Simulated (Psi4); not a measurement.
**[B2H7]− at HF/cc-pCVTZ (density fitting, sweep point 4)**

Aim: the energy change on altering one bond length of [B2H7]− at HF/cc-pCVTZ (density fitting, sweep point 4), from 2 runs. 

The calculation is run with Psi4 1.11.

## (1) The molecule

[B2H7]−: 9 atoms, total charge -1, spin state singlet. The coordinates come from a GFN2-xTB relaxation.

Bond lengths: B1–H2 1.320 Å, H2–B3 1.317 Å, B1–H4 1.200 Å, B1–H5 1.200 Å, B1–H6 1.200 Å, B3–H7 1.200 Å, B3–H8 1.200 Å, B3–H9 1.200 Å. Some angles: B1–H2–B3 179.7°, H2–B1–H4 106.0°, H2–B1–H5 106.1°, H2–B1–H6 106.1°, H4–B1–H5 112.6°, H4–B1–H6 112.6°, H5–B1–H6 112.7°, H2–B3–H7 106.1°, H2–B3–H8 106.1°, H2–B3–H9 106.2°.

## (2) A single-point energy at HF/cc-pCVTZ (density fitting, sweep point 4)

b2h7.in

```
memory 1600 mb

molecule molecule1 {
  -1 1
  B      0.998980     0.432440    -0.745020
  H     -0.001410     0.003060     0.001110
  B     -0.997930    -0.431900     0.744300
  H      0.693930     1.535020    -1.106020
  H      1.967190     0.430160    -0.036430
  H      1.091060    -0.342710    -1.656210
  H     -1.902880    -0.657850    -0.011110
  H     -1.250220     0.453020     1.515040
  H     -0.598710    -1.421240     1.294350
  symmetry c1
}

set {
  puream true
  scf_type df
}

E, wfn = energy("hf/cc-pCVTZ", return_wfn=True)
```

The run is started by

```
$ psi4 b2h7.in b2h7.out -n 1
```

b2h7.out:

```text
[...]
  Running in c1 symmetry.
[...]
  Nuclear repulsion =   31.711539736682294
[...]
  Multiplicity = 1
[...]
  Nalpha       = 9
  Nbeta        = 9
[...]
    Number of basis functions: 184
[...]
   @DF-RHF iter   1:   -53.34775976279529   -9.67753e-01   1.61661e-03 ADIIS/DIIS
[...]
   @DF-RHF iter   6:   -53.42227912949516   -3.19502e-07   4.04220e-07 DIIS
[...]
    Orbital Energies [Eh]
    ---------------------
    Doubly Occupied:
       1A     -7.367671     2A     -7.367243     3A     -0.563806
       4A     -0.474130     5A     -0.272536     6A     -0.272476
       7A     -0.272342     8A     -0.252726     9A     -0.252654
[...]
  @DF-RHF Final Energy:   -53.42227912949516
   => Energetics <=
    Nuclear Repulsion Energy =             31.7115397366822940
    One-Electron Energy =                -136.0764608426722475
    Two-Electron Energy =                  50.9426419764947909
    Total Energy =                        -53.4222791294951591
[...]
 Multipole Moments:
 ------------------------------------------------------------------------------------
     Multipole            Electronic (a.u.)      Nuclear  (a.u.)        Total (a.u.)
 ------------------------------------------------------------------------------------
 L = 1.  Multiply by 2.5417464519 to convert [e a0] to [Debye]
 Dipole X            :          0.0092077           -0.0036593            0.0055484
 Dipole Y            :          0.0050456           -0.0018859            0.0031597
 Dipole Z            :         -0.0066695            0.0025223           -0.0041472
 Magnitude           :                                                    0.0076136
[...]
```

Wall time 1.7 s (1 thread of Intel Xeon 6975P-C (Granite Rapids), shared host); peak memory 0.27 GiB.

## (3) The distorted shape

calc.dat

```
memory 1600 MB

molecule m {
  -1 1
  B      1.451459     0.545416    -0.367312
  H      0.451069     0.116036     0.378818
  B     -0.545451    -0.318924     1.122008
  H      1.146409     1.647996    -0.728312
  H      2.419669     0.543136     0.341278
  H      1.543539    -0.229734    -1.278502
  H     -1.902880    -0.657850    -0.011110
  H     -0.797741     0.565996     1.892748
  H     -0.146231    -1.308264     1.672058
  units angstrom
  symmetry c1
}

set globals {
  basis     cc-pCVTZ
  reference rhf
  puream    true
  scf_type  df
}

energy("scf")
```

The run is started by

```
$ psi4 -i calc.dat -o calc.out -n 1
```

calc.out:

```text
[...]
  Running in c1 symmetry.
[...]
  Nuclear repulsion =   30.686034910292520
[...]
  Multiplicity = 1
[...]
  Nalpha       = 9
  Nbeta        = 9
[...]
    Number of basis functions: 184
[...]
   @DF-RHF iter   1:   -53.28636034229017   -1.06697e+00   1.55410e-03 ADIIS/DIIS
[...]
   @DF-RHF iter   7:   -53.36636551567183   -1.81959e-07   4.58800e-07 DIIS
[...]
    Orbital Energies [Eh]
    ---------------------
    Doubly Occupied:
       1A     -7.439218     2A     -7.381955     3A     -0.573817
       4A     -0.476677     5A     -0.295622     6A     -0.293913
       7A     -0.275557     8A     -0.269591     9A     -0.186147
[...]
  @DF-RHF Final Energy:   -53.36636551567183
   => Energetics <=
    Nuclear Repulsion Energy =             30.6860349102925198
    One-Electron Energy =                -133.7198910399195029
    Two-Electron Energy =                  49.6674906139551524
    Total Energy =                        -53.3663655156718306
[...]
 Multipole Moments:
 ------------------------------------------------------------------------------------
     Multipole            Electronic (a.u.)      Nuclear  (a.u.)        Total (a.u.)
 ------------------------------------------------------------------------------------
 L = 1.  Multiply by 2.5417464519 to convert [e a0] to [Debye]
 Dipole X            :          1.0800625           -0.3548307            0.7252318
 Dipole Y            :          0.2934353           -0.0895672            0.2038681
 Dipole Z            :          0.6971652           -0.2906189            0.4065463
 Magnitude           :                                                    0.8560393
[...]
```

Run time: 1.6 s. Hardware: 1 thread of Intel Xeon 6975P-C (Granite Rapids), shared host; peak memory 0.27 GiB.

## (4) What came out

Level: HF/cc-pCVTZ (density fitting, sweep point 4).

```
                                                              quantity         value
                                             first shape: total energy  -53.42228 Eh
                                              first shape: HOMO energy      -6.88 eV
                                              first shape: LUMO energy       8.35 eV
    first shape: HOMO–LUMO gap (to an unbound level, set by the basis)      15.23 eV
                                         distorted shape: total energy  -53.36637 Eh
                                          distorted shape: HOMO energy      -5.07 eV
                                          distorted shape: LUMO energy       7.97 eV
distorted shape: HOMO–LUMO gap (to an unbound level, set by the basis)      13.04 eV
     energy change with the B3–H7 bond stretched from 1.200 to 1.800 Å      1.521 eV
```

**Reading.** With the B3–H7 bond stretched from 1.200 to 1.800 Å the energy rises by 1.52 eV (147 kJ/mol). The first shape isn't relaxed at this level, so the change isn't measured from a minimum.
